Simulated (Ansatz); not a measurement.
# Exact exchange and the electronic atomisation energy of SF (Monosulfur monofluoride)

SF: 2 atoms, total charge 0, spin state doublet. As SMILES, `F[S]`. Geometry: relaxed at PBE0-D4/def2-TZVP.

The electronic atomisation energy y, in eV, basis cc-pVTZ; a is the functional's share of exact exchange. Programs: Ansatz 0.2.0.

| functional | program | a | y (eV) |
| --- | --- | --- | --- |
| UPBE | Ansatz | 0 | 4.04 |
| UBLYP | Ansatz | 0 | 3.87 |
| UB3LYP | Ansatz | 0.2 | 3.62 |
| U-r2SCAN0 | Ansatz | 0.25 | 3.33 |
| UPBE0 | Ansatz | 0.25 | ? |
| UBHLYP | Ansatz | 0.5 | 3.10 |

Q: Fit y = c + s·a to the known rows and predict UPBE0.

A: 
1. Means of the 5 rows: a = 0.1900, y = 3.592.
2. Σ(Δa)² = 0.172, Σ(Δa·Δy) = -0.3059, so the slope is -0.3059/0.172 = -1.7785.
3. Intercept: 3.592 − (-1.7785) × 0.1900 = 3.930. The largest residual of the fit is 0.16.
4. UPBE0: 3.930 + (-1.7785) × 0.25 = 3.49 eV.

The run gave 3.59 eV, so the prediction is off by -0.10 eV, within the largest residual. The rows mix families of semi-local functionals, which the line can't see.
